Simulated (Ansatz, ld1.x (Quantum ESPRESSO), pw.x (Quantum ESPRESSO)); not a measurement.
pw.x on fcc Cl: one setting changed

Potential: norm-conserving RRKJ (Kleinman–Bylander form), ld1.x (Quantum ESPRESSO) 7.5, LDA (PW92); core [Ne], reference 3s2 3p5; waves: 3s (bound): rc 1.05 bohr; 3p (bound): rc 1.15 bohr; 3d channel at 0.35 Ry: rc 1.10 bohr; local part: all-electron potential smoothed inside 0.90 bohr (lloc = -1); core correction: none.

The reference run (k-mesh 14³, cutoffs 110/440 Ry, Fermi–Dirac 0.01 Ry, mixing_beta 0.4, conv_thr 1e-9, no spin) gives -0.74 GPa at 18.303 Å³/atom, where all-electron LAPW gives -0.04 GPa. This run, with its own iteration cap, changes smearing to mp.

```
&control
  calculation='scf', prefix='x', pseudo_dir='./', outdir='./tmp', tstress=.true., disk_io='none'
/
&system
  ibrav=0, nat=1, ntyp=1, ecutwfc=110, ecutrho=440, nbnd=11,
  occupations='smearing', smearing='mp', degauss=0.01
/
&electrons
  conv_thr=1e-09, mixing_beta=0.4, electron_maxstep=50
/
ATOMIC_SPECIES
Cl 1.0 Cl.UPF
CELL_PARAMETERS angstrom
  0.00000000 2.09169052 2.09169052
  2.09169052 0.00000000 2.09169052
  2.09169052 2.09169052 0.00000000
ATOMIC_POSITIONS crystal
Cl 0.0000 0.0000 0.0000
K_POINTS automatic
14 14 14 0 0 0
```

```bash
pw.x < Cl.scf.in > Cl.scf.out
```

**Question.** How does the run end?

**Answer.** It converges in 6 iterations; the free energy moves by +44.0 meV/atom and the pressure by -0.65 GPa. This scheme is built to cancel the term in the square of the width that Fermi–Dirac smearing leaves in the F of a metal.

```
Message from routine setup:
     using ibrav=0 with symmetry is DISCOURAGED, use correct ibrav instead
     lattice parameter (alat)  =       5.5900  a.u.
     unit-cell volume          =     123.5148 (a.u.)^3
     number of electrons       =         7.00
     number of Kohn-Sham states=           11
     kinetic-energy cutoff     =     110.0000  Ry
     charge density cutoff     =     440.0000  Ry
     scf convergence threshold =      1.0E-09
     Exchange-correlation= PW
     number of k points=   104  Methfessel-Paxton smearing, width (Ry)=  0.0100
     iteration #  1     ecut=   110.00 Ry     beta= 0.40
     total energy              =     -29.95240066 Ry
     estimated scf accuracy    <       0.00034946 Ry
     iteration #  2     ecut=   110.00 Ry     beta= 0.40
     total energy              =     -29.95241883 Ry
     estimated scf accuracy    <       0.00006462 Ry
     iteration #  3     ecut=   110.00 Ry     beta= 0.40
     total energy              =     -29.95242870 Ry
     estimated scf accuracy    <       0.00000516 Ry
     iteration #  4     ecut=   110.00 Ry     beta= 0.40
     total energy              =     -29.95242906 Ry
     estimated scf accuracy    <       0.00000002 Ry
     iteration #  5     ecut=   110.00 Ry     beta= 0.40
     total energy              =     -29.95242908 Ry
     estimated scf accuracy    <          3.4E-09 Ry
     iteration #  6     ecut=   110.00 Ry     beta= 0.40
     the Fermi energy is     5.0084 ev
!    total energy              =     -29.95242908 Ry
     estimated scf accuracy    <          4.0E-10 Ry
     smearing contrib. (-TS)   =      -0.00001862 Ry
     The total energy is F=E-TS. E is the sum of the following terms:
     one-electron contribution =       1.19469057 Ry
     hartree contribution      =       2.90231529 Ry
     xc contribution           =      -5.63124916 Ry
     ewald contribution        =     -28.41816717 Ry
     convergence has been achieved in   6 iterations
          total   stress  (Ry/bohr**3)                   (kbar)     P=      -13.91
     Message from routine punch:
     Nothing written, as per user request (disk_io='none')
```

The run took about 35 s on one core of a shared host (Neoverse-V1, 32 threads, 247 GiB, load 12).
